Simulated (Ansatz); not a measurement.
Basis-set extrapolation for `O[SiH2]S` (PBE0-D4/def2-TZVP geometry, frozen core, the Gaussian-basis code of Ansatz). Multiplicity 1, RHF reference.

```json
{"": "HF", "def2-TZVPP": "-763.795889", "def2-QZVPP": "-763.820381"}
{"": "MP2 correlation", "def2-TZVPP": "-0.546094", "def2-QZVPP": "-0.591938"}
{"": "CCSD(T) correlation", "def2-TZVPP": "-0.604021", "def2-QZVPP": "not run"}
```

Energies in hartree. Use E(X) = E(∞) + A·exp(−7.88·√X) for Hartree–Fock and E(X) = E(∞) + B·X^(−2.97) for correlation, with X = 3 and 4, and add CCSD(T) minus MP2 of the smaller set to the MP2 limit.

What is the CCSD(T) energy at the basis-set limit?

HF limit: -763.820381 + (-0.024492) × 0.13774 = -763.82375. MP2 limit: -0.591938 + (-0.045844) × 0.74074 = -0.62590. Higher-order term: -0.604021 − (-0.546094) = -0.05793. Total: -764.50758 hartree, 2.93 eV below CCSD(T)/def2-TZVPP.
